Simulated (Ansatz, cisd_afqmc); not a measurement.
Species: HO, charge 0, doublet. HO (SMILES [OH], doublet).
HTBH set geometry:
```xyz
2

O      0.0000     0.0000    -0.1077
H      0.0000     0.0000     0.8612
```
Charge 0, spin multiplicity 2.

Total energies in aug-cc-pVTZ, 7 correlated electrons, 1 frozen orbitals. Radicals and triplets start from unrestricted determinants; spin-orbit coupling is neglected. Correlated methods leave the cores frozen. No relativity. AFQMC is phaseless with a CISD trial state; ± is one standard error, without the phaseless bias. Outlying blocks are dropped, and bars are widened where a walk drifts. Over all cases where full CI ran beside it in this data, AFQMC minus full CI had a median of +0.1 mEh and passed +0.4 mEh in a tenth of the cases.

| method | program | energy (Eh) | minus CCSDT(Q) (mEh) |
|---|---|---|---|
| HF | Ansatz | -75.42167 | 224.45 |
| MP2 | Ansatz | -75.62634 | 19.78 |
| CCSD | Ansatz | -75.63969 | 6.42 |
| CCSD(T) | Ansatz | -75.64557 | 0.55 |
| CCSDT(Q) | Ansatz | -75.64612 | 0.00 |
| AFQMC/CISD | cisd_afqmc | -75.6459 ± 0.0002 | 0.2 ± 0.2 |

Rough core times of Ansatz's runs on a shared machine: CCSD(T) under 20 s, CCSDT(Q) 80 s.

Ansatz is a first-principles code.
